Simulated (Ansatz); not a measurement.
# Cobalt, hcp: r²SCAN0 after r²SCAN

Aim: see what exact exchange does to the levels, and what it costs. Spin polarisation is left out, though the real metal is magnetic, so these are not its levels. The geometry was relaxed under r²SCAN beforehand and is kept. Exact exchange is dear, so the k-mesh is coarse, and r²SCAN is run on the same mesh for comparison.

Program: Ansatz 0.2.0. Level of theory: DFT, plane waves (500 eV) with PBE-made PAW files, scalar-relativistic; functionals as named at each step. These are calculated values, not measurements.

### 1 The starting structure

Symmetry: P6_3/mmc, No. 194, hexagonal system. Conventional cell: a = 2.427 Å, b = 2.427 Å, c = 3.913 Å, α = 90.00°, β = 90.00°, γ = 120.00°. Co (site symmetry -6m2) is surrounded by 12 Co at 2.41 to 2.43 Å.

As a file:

```
CELL_PARAMETERS angstrom
2.42715 0.00000 0.00000
-1.21357 2.10197 0.00000
0.00000 0.00000 3.91265
ATOMIC_POSITIONS crystal
Co 0.33333 0.66667 0.25000
Co 0.66667 0.33333 0.75000
```

### 2 r²SCAN on the coarse mesh

The run with r²SCAN.

Input file input.yaml:

```yaml
crystal:
  lattice:
    - [2.427145351, 0.0, 0.0]
    - [-1.2135726755, 2.1019695327, 0.0]
    - [0.0, 0.0, 3.9126468255]
  atoms:
    - { symbol: Co, position: [0.3333333333, 0.6666666667, 0.25] }
    - { symbol: Co, position: [0.6666666667, 0.3333333333, 0.75] }
hamiltonian:
  xc: r2scan
  pseudopotentials:
    kind: paw
    azcp:
      Co: "pseudopotentials/Co.paw.azcp"
basis:
  ecutwfc: 500
  fft_grid_basis: typed
kpoints:
  mp_grid: { grid: [8, 8, 4], shift: [0, 0, 0] }
magnetization:
  spin_polarized: false
scf:
  occupations: { method: fermi_dirac, width: 0.1 }
```

### 3 r²SCAN0 on the coarse mesh

The run with r²SCAN0.

input.yaml: that of step 2 with these lines changed.

```diff
@@ -9,3 +9,3 @@
 hamiltonian:
-  xc: r2scan
+  xc: r2scan0
   pseudopotentials:
```

(Steps that only read results are left out.)

Q: Predict the outcome of this session. Wanted: r²SCAN: gap; r²SCAN0: gap.

As calculated:

```
                             quantity                         value
                          r²SCAN: gap  none (levels filled in part)
                         r²SCAN0: gap  none (levels filled in part)
  r²SCAN0: SCF cycles, exchange loops                       108, 13
r²SCAN0: CPU time over that of r²SCAN                            39
```

**Reading.** Neither r²SCAN nor r²SCAN0 shows a clean gap on this mesh. The hybrid took 39 times as much CPU time as r²SCAN on the same settings. The exchange operator of r²SCAN0 was renewed in 13 outer loops. The cell taken over is 10 % smaller than the measured one (11.07 Å³/atom, COD), which weighs on all values here. Absolute energies differ from functional to functional, by eV per atom at times, and say nothing by themselves.
